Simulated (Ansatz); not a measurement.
# C3H2OS: small, medium and large basis sets

One table from this session's results is given with a row withheld; the runs are named, their logs left out.

Method: one geometry, several basis sets; program: Ansatz 0.2.0, Gaussian basis.

Plan: PBE0-D4/def2-SVP; ωB97M-V/def2-SVP; PBE0-D4/def2-QZVPP; ωB97M-V/def2-QZVPP; the functionals' def2-TZVPP values are taken from earlier runs.

**The relaxed structure**

The geometry comes from an earlier relaxation with PBE0-D4 in a triple-zeta def2 set; it is a stationary point, not always the lowest conformer.

SMILES `C#CC(=O)S`, 7 atoms, charge 0, spin multiplicity 1.

Atoms are counted from 1 here; the program's logs count them from 0.

Bond lengths: C1–C2 1.200 Å, C1–H6 1.065 Å, C2–C3 1.443 Å, C3–O4 1.201 Å, C3–S5 1.774 Å, S5–H7 1.345 Å. Angles: C2–C1–H6 179.3°, C1–C2–C3 179.3°, C2–C3–O4 123.9°, C2–C3–S5 111.5°, O4–C3–S5 124.6°, C3–S5–H7 93.6°.

The first run:

The input, in.yaml:

```yaml
crystal:
  periodic: [false, false, false]
  atoms:
    - {symbol: C, position_ang: [-0.183318, -0.531875, 1.925945]}
    - {symbol: C, position_ang: [0.091751, -0.275705, 0.785998]}
    - {symbol: C, position_ang: [0.406126, 0.038334, -0.587277]}
    - {symbol: O, position_ang: [1.479349, -0.153727, -1.090269]}
    - {symbol: S, position_ang: [-0.989601, 0.739916, -1.428919]}
    - {symbol: H, position_ang: [-0.415543, -0.763649, 2.939653]}
    - {symbol: H, position_ang: [-0.327565, 0.878706, -2.590931]}
basis:
  gaussian: {orbitals: def2-SVP}
hamiltonian: {xc: pbe0, dispersion: d4}
output: {orbitals: {seedname: orbitals}}
```

Started as:

```sh
> ansatz run in.yaml --threads 2 --pin off --events-out ev --progress --plain --max-ram 4352MiB
```

Among the steps run: PBE0-D4 in def2-SVP; ωB97M-V in def2-SVP; PBE0-D4 in def2-QZVPP; ωB97M-V in def2-QZVPP.

One table of the session follows, with a row left open; its other results are not shown here.

It belongs to the step «Density functionals: the series». 

```
functional       basis  HOMO (eV)  LUMO (eV)
   PBE0-D4    def2-SVP          ?          ?
   PBE0-D4  def2-TZVPP      -8.14      -2.03
   PBE0-D4  def2-QZVPP      -8.17      -2.08
   ωB97M-V    def2-SVP     -10.12       0.44
   ωB97M-V  def2-TZVPP     -10.31       0.16
   ωB97M-V  def2-QZVPP     -10.34       0.07
```

Q: Estimate the row for PBE0-D4, def2-SVP from the others.

As computed: HOMO (eV): -8.00; LUMO (eV): -1.82. In the column «HOMO (eV)» it is the highest.
